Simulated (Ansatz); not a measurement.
## CHN, singlet: reading a ladder of total energies

Geometry: MP2(full)/6-31G*, from the G2/97 set.

```
atom   x (Å)   y (Å)    z (Å)
   C  0.0000  0.0000   0.0357
   N  0.0000  0.0000  -1.1405
   H  0.0000  0.0000   1.1047
```

Basis cc-pVDZ; Ansatz 0.2.0. Only valence electrons are correlated (noble-gas cores frozen), which leaves 10 electrons in 31 orbitals. Prefix R: restricted or restricted open-shell reference.

Full CI isn't at hand for all of this; RCCSDTQ serves as the reference, and is uncertain by about the last step of the cluster series.

Runs differ by some tens of microhartree through their thresholds, so steps under 0.03 kcal/mol mean nothing.

| level | total energy (hartree) |
| --- | --- |
| RHF | -92.879698 |
| RMP2 | -93.169087 |
| RCCSD | -93.176926 |
| RCCSD(T) | -93.189420 |
| RCCSDT | -93.189589 |
| RCCSDT(Q) | -93.191164 |
| RCCSDTQ | -93.190931 |

**Question.** What is the correlation energy at RCCSDTQ, and what share of it do RMP2 and RCCSDT recover?

**Answer.** E(corr) = -93.190931 − (-92.879698) = -0.311233 hartree = -8.469 eV. RMP2: -0.289389 / -0.311233 = 92.98 %. RCCSDT: -0.309891 / -0.311233 = 99.57 %.

**Question.** By how many kcal/mol does RCCSD(T) miss RCCSDTQ (1 hartree = 627.509 kcal/mol), and which steps make up the rest?

**Answer.** -93.189420 − (-93.190931) = 0.001511 hartree = 0.95 kcal/mol. Steps: RCCSDT − RCCSD(T) = -0.11, RCCSDT(Q) − RCCSDT = -0.99, RCCSDTQ − RCCSDT(Q) = 0.15 kcal/mol. Differences between like states or geometries often cancel part of this.
